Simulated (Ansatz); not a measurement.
# Osmium, hcp: convergence with the k-point mesh

Computed with Ansatz, r²SCAN, scalar-relativistic PAW, on the relaxed cell (a = 2.739 Å, c = 4.314 Å (c/a = 1.575); spin not included). Errors count from a run at 500 eV on a Γ-centred 22×22×12 mesh with Fermi-Dirac smearing of 0.1 eV, extrapolated to zero width. Fixed here: cutoff 500 eV, Fermi-Dirac width 0.1 eV. The SCF starts from atomic densities corrected by a trained network.

| k-mesh | E(σ→0) error (meV/atom) | P (GPa) | SCF iterations |
| --- | --- | --- | --- |
| 2×2×1 | 459.2 | 8.47 | 7 |
| 3×3×2 | 499.3 | 10.24 | 6 |
| 5×5×3 | 65.1 | 1.18 | 7 |
| 6×6×4 | 39.3 | 0.90 | 6 |
| 8×8×5 | -30.2 | -0.54 | 6 |
| 11×11×6 | 9.3 | 0.18 | 6 |
| 14×14×8 | 3.1 | 0.11 | 7 |
| 19×19×11 | 0.0 | 0.02 | 6 |

Within 5 meV/atom of the last row: from 14×14×8 on.
